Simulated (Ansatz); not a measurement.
Lattice constant a (Å) of solids drawn from the class of elemental solids other than molecular ones, at two levels: PBE (Ansatz, an electronic-structure program, plane waves, PAW), and r²SCAN0 (Ansatz, plane waves, PAW).

| solid | PBE | r²SCAN0 | shift (%) |
|---|---|---|---|
| fcc Pb | 5.040 | 4.979 | -1.21 |
| bcc Cs | 6.162 | 6.318 | +2.53 |
| diamond-structure Si | 5.470 | 5.426 | -0.80 |
| bcc Rb | 5.670 | 5.770 | +1.76 |
| bcc K | 5.284 | 5.367 | +1.57 |
| fcc Al | 4.040 | 3.984 | -1.39 |
| fcc Ir | 3.871 | 3.811 | -1.55 |
| fcc Pd | 3.943 | 3.895 | -1.22 |
| fcc Cu | 3.629 | 3.597 | -0.88 |
| bcc Mo | 3.161 | 3.135 | -0.82 |

The shifts run from -1.55 % to +2.53 %, with a median of -0.85 %.

Of 10 rows, r²SCAN0 is the larger in 3 and the smaller in 7.

Ansatz's runs of these crystals have no spin polarisation. Meta-GGAs and exact exchange favour moments, which can bear on fcc Pd.

Spin–orbit coupling is left out, also for the solids with elements from indium on (fcc Pb, bcc Cs, fcc Ir); its size isn't shown.

Exact exchange on metals is sensitive to the k mesh.

Ansatz's density-functional and Hartree–Fock values are scalar-relativistic unless marked +SOC, with PAW data made under PBE.
